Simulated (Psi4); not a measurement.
# AlH (SMILES [AlH]): HSE06/def2-TZVPPD

Aim: the vertical ionisation energy of AlH at HSE06/def2-TZVPPD, from 2 runs. 

Program for the calculation: Psi4 1.11.

**1. Starting point**

The species is AlH (2 atoms), meant as a singlet with charge 0. As SMILES, `[AlH]`. Geometry: relaxed at PBE0-D4/def2-TZVP.

Bond lengths: Al1–H2 1.665 Å.

**2. The energy at HSE06/def2-TZVPPD**

input.inp reads:

```
memory 2200 MB

molecule geom {
  0 1
  Al
  H 1 R2

  R2 = 1.66475
  symmetry c1
  no_reorient
  no_com
}

set basis def2-TZVPPD
set reference rks
set puream true
set e_convergence 1e-09
set d_convergence 1e-08
set scf_type pk
set dft_radial_points 99
set dft_spherical_points 590

result, w = energy("hse06", return_wfn=True)
print_variables()
```

Command:

```bash
$ psi4 input.inp input.out -n 1
```

input.out:

```text
[...]
  Running in c1 symmetry.
[...]
  Nuclear repulsion =    4.132334427817991
[...]
  Multiplicity = 1
[...]
  Nalpha       = 7
  Nbeta        = 7
[...]
    Number of basis functions: 65
[...]
   @RKS iter   1:  -242.85230389100627   -3.31663e-01   3.54677e-03 ADIIS/DIIS
[...]
   @RKS iter   8:  -242.87533929189686   -5.08749e-12   1.75084e-09 DIIS
[...]
    Orbital Energies [Eh]
    ---------------------
    Doubly Occupied:
       1A    -56.155676     2A     -4.175219     3A     -2.706416
       4A     -2.706416     5A     -2.699061     6A     -0.359573
       7A     -0.199941
[...]
  @RKS Final Energy:  -242.87533929189686
   => Energetics <=
    Nuclear Repulsion Energy =              4.1323344278179910
    One-Electron Energy =                -345.6774410719195885
    Two-Electron Energy =                 113.1210575497413231
    DFT Exchange-Correlation Energy =     -14.4512901975365651
    Empirical Dispersion Energy =           0.0000000000000000
    VV10 Nonlocal Energy =                  0.0000000000000000
    Total Energy =                       -242.8753392918968643
[...]
 Multipole Moments:
 ------------------------------------------------------------------------------------
     Multipole            Electronic (a.u.)      Nuclear  (a.u.)        Total (a.u.)
 ------------------------------------------------------------------------------------
 L = 1.  Multiply by 2.5417464519 to convert [e a0] to [Debye]
 Dipole X            :          0.0000000            0.0000000            0.0000000
 Dipole Y            :         -0.0000000            0.0000000           -0.0000000
 Dipole Z            :         -1.6143580            1.5600499           -0.0543082
 Magnitude           :                                                    0.0543082
[...]
```

Run time: 15 s. Hardware: 1 thread of Intel Xeon Platinum 8259CL at 2.50GHz (Skylake/Cascade Lake), shared host; peak memory 0.46 GiB.

**3. The doublet cation: energy and gradient at UHSE06/def2-TZVPPD**

alh.xyz reads:

```xyz
2
AlH
Al     0.000000     0.000000    -0.025640
H      0.000000     0.000000     1.639110
```

alh.py reads:

```python
import psi4

psi4.set_memory('2200 MB')
psi4.set_num_threads(1)
psi4.set_output_file('run.log', False)

with open('alh.xyz') as f:
    atoms = ''.join(f.readlines()[2:])
mol = psi4.geometry('1 2\n' + atoms + 'symmetry c1\nno_reorient\nno_com')

psi4.set_options({
    'reference': 'uks',
    'puream': True,
    'e_convergence': 1e-09,
    'd_convergence': 1e-08,
    'scf_type': 'pk',
    'dft_radial_points': 99,
    'dft_spherical_points': 590,
    'maxiter': 100,
})

e_tot, wfn = psi4.gradient("hse06/def2-TZVPPD", return_wfn=True)
psi4.oeprop(wfn, "MULLIKEN_CHARGES", "QUADRUPOLE", "MAYER_INDICES", title="HSE06")
print('gradient / Eh bohr^-1')
print(e_tot.np.round(6))
print(f'energy = {wfn.energy():.10f} Eh')
```

Command:

```bash
$ python alh.py
```

run.log (excerpt; [...] marks lines left out):

```text
[...]
  Running in c1 symmetry.
[...]
  Nuclear repulsion =    4.132334427817991
[...]
  Multiplicity = 2
[...]
  Nalpha       = 7
  Nbeta        = 6
[...]
    Number of basis functions: 65
[...]
   @UKS iter   1:  -242.55361535937391   -3.29747e-02   2.95908e-03 ADIIS/DIIS
[...]
   @UKS iter  10:  -242.57657724135890   -2.44427e-12   2.90697e-09 DIIS
[...]
   @S^2 Observed:                7.609978921E-01
[...]
  @UKS Final Energy:  -242.57657724135890
   => Energetics <=
    Nuclear Repulsion Energy =              4.1323344278179910
    One-Electron Energy =                -341.3100609007321395
    Two-Electron Energy =                 108.8559513498551468
    DFT Exchange-Correlation Energy =     -14.2548021182998550
    Empirical Dispersion Energy =           0.0000000000000000
    VV10 Nonlocal Energy =                  0.0000000000000000
    Total Energy =                       -242.5765772413588763
[...]
  -Total Gradient:
     Atom            X                  Y                   Z
    ------   -----------------  -----------------  -----------------
       1        0.000000000000     0.000000000000    -0.007869975888
       2       -0.000000000000    -0.000000000000     0.007872908922
[...]
 Multipole Moments:
 ------------------------------------------------------------------------------------
     Multipole            Electronic (a.u.)      Nuclear  (a.u.)        Total (a.u.)
 ------------------------------------------------------------------------------------
 L = 1.  Multiply by 2.5417464519 to convert [e a0] to [Debye]
 Dipole X            :          0.0000000            0.0000000            0.0000000
 Dipole Y            :          0.0000000            0.0000000            0.0000000
 Dipole Z            :         -2.5251107            2.4675855           -0.0575252
 Magnitude           :                                                    0.0575252
 L = 2.  Multiply by 1.3450342976 to convert [e a0^2] to [Debye ang]
 Quadrupole XX       :         -5.9348492            0.0000000           -5.9348492
 Quadrupole XY       :          0.0000000            0.0000000            0.0000000
[...]
  Mulliken Charges: (a.u.)
   Center  Symbol    Alpha    Beta     Spin     Total
[...]
```

On the terminal:

```text
gradient / Eh bohr^-1
[[ 0.        0.       -0.00787 ]
 [-0.       -0.        0.007873]]
energy = -242.5765772414 Eh
```

Run time: 21 s. Hardware: 1 thread of Intel Xeon Platinum 8259CL at 2.50GHz (Skylake/Cascade Lake), shared host; peak memory 0.46 GiB.

**4. Summary of results**

Level: HSE06/def2-TZVPPD.

| quantity | value |
| --- | --- |
| singlet AlH: total energy | -242.87534 Eh |
| singlet AlH: dipole moment | 0.14 D |
| singlet AlH: HOMO energy | -5.44 eV |
| singlet AlH: LUMO energy | -2.17 eV |
| singlet AlH: HOMO–LUMO gap | 3.27 eV |
| doublet cation: total energy | -242.57658 Eh |
| doublet cation: HOMO energy (highest over α and β) | -13.72 eV |
| doublet cation: LUMO energy (lowest over α and β) | -10.77 eV |
| doublet cation: ⟨S²⟩ | 0.761 |
| doublet cation: largest force on an atom | 0.405 eV/Å |
| vertical ionisation energy (to the doublet cation) | 8.130 eV |

**Reading.** Removing an electron at fixed nuclei costs 8.13 eV (784 kJ/mol). The negative HOMO energy of the first species, 5.44 eV, lies 2.69 eV below that difference.
